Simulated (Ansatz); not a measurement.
in.yaml

```yaml
crystal:
  periodic: [false, false, false]
  atoms:
    - {symbol: Zr, position_ang: [0.021044, -0.000122, 0.310950]}
    - {symbol: N, position_ang: [-0.127232, 0.008252, -1.696240]}
    - {symbol: H, position_ang: [-0.109817, -0.846776, -2.294641]}
    - {symbol: H, position_ang: [-0.026708, 0.743162, -2.276427]}
basis:
  gaussian: {orbitals: def2-SVP}
magnetization: {spin_polarized: true, initial_magnetization: 3}
hamiltonian: {xc: hf}
scf: {lower_state_search: off}
output: {orbitals: {seedname: orbitals}}
```

```sh
$ ansatz run in.yaml --threads 1 --pin off --events-out ev --progress --plain --max-ram 2393MiB
```

Output:

```
these checks for a lower state are left out or cut short: stability, starts, cluster_reference, orbital_swaps, neighbouring_geometries, increment
575 factors; integrals over basis functions are off by at most 1.3e-3 eV
mean field evaluation 1: about -2772.4446 eV, gradient 2.7e1 eV
mean field evaluation 2: about -2772.4481 eV, gradient 2.7e1 eV
mean field evaluation 4: about -2776.5101 eV, gradient 2.8e0 eV
mean field evaluation 8: about -2776.7146 eV, gradient 3.5e-1 eV
mean field evaluation 16: about -2776.7239 eV, gradient 2.7e-2 eV
mean field evaluation 32: about -2776.7297 eV, gradient 2.8e-6 eV
mean field -2776.72974780 eV, -102.0429360966 hartree, gradient 2.8e-6 eV, S^2 3.760541; 0 other end points of the search recorded, 0 dependent functions left out
reference -2776.72974780 eV, -102.0429360966 hartree; 12, 9 occupied and 43, 46 virtual orbitals, 575 factors
Total energy: -2776.72974780 eV, -102.0429360966 hartree
Checks for a lower state left out: stability, starts, cluster_reference, orbital_swaps, neighbouring_geometries, increment
```

Ran on 1 thread of Intel Xeon Platinum 8488C, shared host: 1.3 s wall, 0.11 GiB peak host memory.
